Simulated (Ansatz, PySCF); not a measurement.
fluoromethane (CH₃F), SMILES CF.

Geometry optimised at r2SCAN-D4/def2-TZVP.

Vertical ionisation energy (IE) and electron affinity (EA) in eV. Rows of orbital energies are one-electron estimates. Where ΔSCF, EOM or ADC give a negative EA the extra electron is unbound and the value depends on the basis.

```json
[
 {"level": "−ε(HOMO), −ε(LUMO), B3LYP/def2-TZVPD (PySCF)", "IE": "___", "EA": "___"},
 {"level": "−ε(HOMO), −ε(LUMO), HF/def2-TZVPD (PySCF)", "IE": "14.46", "EA": "-1.98"},
 {"level": "−ε(HOMO), −ε(LUMO), PBE/def2-TZVPD (PySCF)", "IE": "8.06", "EA": "0.09"},
 {"level": "ΔSCF, CAM-B3LYP/def2-TZVPD (Ansatz), final states of multiplicity 2 and 2", "IE": "13.16", "EA": "-1.55"},
 {"level": "ΔSCF, PBE/def2-TZVPD (Ansatz), final states of multiplicity 2 and 2", "IE": "12.69", "EA": "-1.39"}
]
```

Q: Fill in the missing entries. (Estimate from the structure and the level; the computed values follow.)

A: 
- −ε(HOMO), −ε(LUMO), B3LYP/def2-TZVPD (PySCF), IE: 9.66
- −ε(HOMO), −ε(LUMO), B3LYP/def2-TZVPD (PySCF), EA: -0.19

Q: What vertical singlet–triplet gap does ΔSCF give with CAM-B3LYP/def2-TZVPD (Ansatz, a first-principles code) and with PBE/def2-TZVPD (Ansatz)? (Estimate from the structure and the level; the computed values follow.)

A: 9.02 and 8.40 eV (triplet above singlet where positive).
